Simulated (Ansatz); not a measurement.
**Which level was it?**

CF3 has 4 atoms, charge 0, and is taken as a doublet. As SMILES, `F[C](F)F`. Geometry: relaxed at PBE0-D4/def2-TZVP.

```xyz
4

F    -1.2275    0.0249    0.2654
C    -0.0395   -0.0595   -0.2867
F     0.6589   -1.0449    0.2273
F     0.6081    1.0795   -0.2059
```

A calculation with Ansatz 0.2.0 gave:

The total energy is -336.9821 Eh, the dipole moment is 0.24 D and the HOMO energy is -7.68 eV. The LUMO energy is -2.01 eV. The ⟨S²⟩ is 0.752 and the largest force is 0.125 eV/Å.

Which of these levels gave the numbers?
A. HF/STO-3G
B. PBE0/def2-SVP
C. HF/def2-SVP
D. PBE/pcseg-1

B. The others give -337.1809 Eh (PBE/pcseg-1), -335.8614 Eh (HF/def2-SVP), -331.4744 Eh (HF/STO-3G).
